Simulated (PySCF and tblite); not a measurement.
Results of a calculation; reference values are marked as such.
Molecule: C3H7N, numbered as in [CH2:1]1[CH2:2][NH:3][CH2:4]1; H are named by their carrier, a and b as at the first point (Å):

```
C1       0.716   -0.599    0.004
C2       0.527    0.907    0.202
N3      -0.946    0.799    0.004
C4      -0.812   -0.686    0.011
H1a      1.167   -0.863   -0.951
H1b      1.230   -1.128    0.802
H2a      1.043    1.564   -0.499
H2b      0.738    1.242    1.220
H3      -1.120    1.062   -0.964
H4a     -1.222   -1.086    0.940
H4b     -1.280   -1.199   -0.831
```

The mean out-of-plane torsion at N3 (0° is planar) is held and the rest relaxed at GFN2-xTB. Energies: PBE0/pcSseg-1 + D3(BJ), IEF-PCM acetone. Couplings: B3LYP/6-31G* with H pcJ-1 N pcJ-1 C pcJ-1, gas phase, for ¹H, ¹³C, ¹⁵N. Programs: tblite and PySCF.

Question: How do the most sensitive couplings change along the out-of-plane angle?

Answer: 
```csv
out-of-plane angle °,"¹J(N3,H3)","¹J(C4,H4a)","¹J(C2,H2b)","¹J(C2,H2a)","¹J(C4,H4b)","³J(H3,H4a)","³J(H2a,H3)"
-46,-56.5,147.1,147.1,144.3,144.3,10.9,11.3
-37,-68.2,151.6,151.6,138.7,138.7,2.0,9.6
-28,-82.7,151.6,151.6,138.3,138.3,0.0,5.3
-14,-97.9,148.7,148.7,140.2,140.2,-1.7,0.7
0,-104.1,144.3,144.3,144.3,144.3,-1.7,-1.7
14,-97.7,140.0,140.0,149.0,149.0,0.6,-1.7
28,-82.9,138.5,138.5,151.3,151.3,5.5,0.1
37,-68.3,138.7,138.7,151.4,151.4,9.7,2.3
46,-56.5,144.2,144.3,147.2,147.2,11.3,10.9
```
Values in Hz.

Question: Set ³J(H3,H4a) against its H–N–C–H torsion.

Answer: -146°: 10.9 Hz, -106°: 2.0 Hz, -92°: 0.0 Hz, -77°: -1.7 Hz, -63°: -1.7 Hz, -51°: 0.6 Hz, -33°: 5.5 Hz, -19°: 9.7 Hz, 22°: 11.3 Hz.
